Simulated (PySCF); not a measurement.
Species: 3-pentanol, `CCC(O)CC`. The columns A, B, C and D hold Mulliken, IAO, Hirshfeld and ESP-fitted charges (e) of one PBE0/pcSseg-1 density (PySCF), in a shuffled order. Coordinates in Å (GFN2-xTB); the density's dipole moment is (-0.05, -1.05, -1.14) D.

```tsv
atom	x	y	z	A	B	C	D
C1	2.492	0.475	-0.206	-0.151	-0.420	-0.123	-0.247
C2	1.211	-0.218	-0.655	-0.092	-0.267	-0.075	-0.243
C3	0.004	0.218	0.187	+0.286	+0.099	+0.048	-0.005
O4	0.195	-0.086	1.552	-0.632	-0.550	-0.213	-0.445
C5	-1.294	-0.407	-0.347	-0.092	-0.266	-0.076	-0.242
C6	-2.516	0.095	0.412	-0.133	-0.420	-0.123	-0.247
H7	3.350	0.088	-0.751	+0.052	+0.139	+0.038	+0.112
H8	2.652	0.315	0.858	+0.040	+0.147	+0.034	+0.116
H9	2.424	1.545	-0.381	+0.037	+0.136	+0.038	+0.106
H10	1.014	0.012	-1.703	+0.024	+0.133	+0.039	+0.113
H11	1.328	-1.302	-0.566	+0.024	+0.121	+0.032	+0.099
H12	-0.082	1.310	0.161	+0.070	+0.134	+0.040	+0.114
H13	0.283	-1.043	1.637	+0.406	+0.339	+0.160	+0.223
H14	-1.391	-0.169	-1.407	+0.026	+0.133	+0.039	+0.113
H15	-1.224	-1.495	-0.252	+0.021	+0.121	+0.032	+0.099
H16	-2.654	1.161	0.246	+0.032	+0.136	+0.038	+0.106
H17	-2.387	-0.068	1.480	+0.036	+0.147	+0.034	+0.116
H18	-3.413	-0.425	0.083	+0.046	+0.139	+0.038	+0.112
```

**Question.** Which column most likely holds the ESP-fitted charges?

**Answer.** A. Σ q r misses the density's dipole by 0.03 D (A), 0.60 D (B), 0.86 D (C), 1.03 D (D). Charges fitted to the outside potential are the only set here that is tied to the molecule's multipoles.

**Question.** And the Hirshfeld charges?

**Answer.** C. The mean sizes are 0.068 e (C), 0.122 e (A), 0.159 e (D), 0.214 e (B), and Hirshfeld charges are commonly the smallest of these schemes.

As computed, A = ESP-fitted, B = IAO, C = Hirshfeld, D = Mulliken. Hydrogens on carbon: ESP-fitted +0.02 to +0.07, IAO +0.12 to +0.15, Hirshfeld +0.03 to +0.04, Mulliken +0.10 to +0.12 e.

The Hirshfeld scheme weights the molecular density at each point by an atom's share of the summed free-atom densities. The IAO scheme projects the occupied orbitals on a minimal set of polarised atomic orbitals and counts the electrons in each atom's part of it.

Geometry: GFN2-xTB, one conformer, isolated molecule.

The run behind these numbers computed NMR shieldings as well. On Arm Neoverse N1, one thread, shared host with 64 logical CPUs at a one-minute load of 44, this took 29 s and 0.74 GiB of memory at its peak.

Conformer computed: `[CH3:1][CH2:2][CH:3]([OH:4])[CH2:5][CH3:6]`: C1–C2–C3–O4 -60°, C2–C3–C5–C6 -176°, H–O4–C3–C2 -62°.
